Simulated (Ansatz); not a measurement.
# AlNH2+ (doublet): from Hartree-Fock to the top rungs, def2-TZVPP

One table from this session's results is given with a row withheld; the runs are named, their logs left out.

Computed with Ansatz 0.2.0, Gaussian basis. Level: def2-TZVPP, core rule «outside noble gas», up to 6 orbitals frozen.

Plan: UHF; ROHF; CCSD(T) on UHF.

2 further runs of the same task are left out: 2 set aside as unsound or not needed.

## What is computed

The geometry is a PBE0/def2-TZVP stationary point (not a proven minimum) of the parent state, kept for this charge and spin.

4 atoms, charge 1, spin multiplicity 2.

Atoms are counted from 1 here; the program's logs count them from 0.

Bond lengths: Al1–N2 1.614 Å, Al1–H3 1.559 Å, N2–H4 0.997 Å. Angles: N2–Al1–H3 173.6°, Al1–N2–H4 169.2°.

The first run:

in.yaml reads:

```yaml
crystal:
  periodic: [false, false, false]
  atoms:
    - {symbol: Al, position_ang: [0.000000, -0.021076, 0.664322]}
    - {symbol: N, position_ang: [0.000000, 0.038158, -0.948564]}
    - {symbol: H, position_ang: [0.000000, 0.096278, 2.218682]}
    - {symbol: H, position_ang: [0.000000, -0.113360, -1.934441]}
basis:
  gaussian: {orbitals: def2-TZVPP}
total_charge: 1
magnetization: {spin_polarized: true, initial_magnetization: 1}
hamiltonian: {xc: hf}
output: {orbitals: {seedname: orbitals}}
```

Run with:

```
$ ansatz run in.yaml --threads 1 --pin off --events-out ev --progress --plain --max-ram 4096MiB --backend cpu
```

Among the steps run: UHF; ROHF; CCSD(T) on UHF.

One of the session's tables, all rows but one given; the rest of the session is left out.

```
  method  from UCCSD(T) (kcal/mol)
    ROHF                   +159.28
     UHF                         ?
    UMP2                    +19.35
   UCCSD                     +4.50
UCCSD(T)                         0
```

**Question.** Estimate the row for UHF.

The run gave: from UCCSD(T) (kcal/mol): +156.53. In the column «from UCCSD(T) (kcal/mol)» it lies between UMP2 (+19.35) and ROHF (+159.28).
